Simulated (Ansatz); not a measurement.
Process, species as SMILES: ClCCl + 2 [H][H] (H2) → C (CH4) + 2 Cl (HCl)
B3LYP-D3(BJ)/def2-TZVP geometries, fixed; electronic energies without zero-point terms.
Largest species:
```
C
H 1 1.0832
H 1 1.0832 2 111.91
Cl 1 1.7804 2 108.02 3 118.77
Cl 1 1.7804 2 108.02 3 -118.77
```

Basis-set convergence of the energy of full hydrogenation at MP2 with Ansatz (an electronic-structure program). Cartesian d functions, on some or all atoms, in 6-311G**; all else is spherical. Cores are frozen. No added dispersion term, no relativity. Functions are those of the species that has most. Reference: Hartree-Fock in aug-cc-pV(Q+d)Z plus the correlation part extrapolated as X^-3 from aug-cc-pV(T+d)Z and aug-cc-pV(Q+d)Z, -42.80 kcal/mol, itself unsure by roughly 0.18 kcal/mol (a third of the extrapolation step and of the last Hartree-Fock step).

```tsv
basis	functions	energy of full hydrogenation (kcal/mol)
def2-SVP	60	-49.50
pcseg-1	60	-48.68
6-311G**	84	[?]
aug-pcseg-1	95	[?]
def2-TZVP	117	-40.97
6-311++G(3df,3pd)	169	[?]
cc-pV(Q+d)Z	243	-43.84
pcseg-3	254	-43.73
aug-pcseg-3	361	[?]
```

Q: Some entries are withheld; supply them.

A: 
- 6-311G**, energy of full hydrogenation (kcal/mol): -45.32
- aug-pcseg-1, energy of full hydrogenation (kcal/mol): -47.17
- 6-311++G(3df,3pd), energy of full hydrogenation (kcal/mol): -44.18
- aug-pcseg-3, energy of full hydrogenation (kcal/mol): -43.28
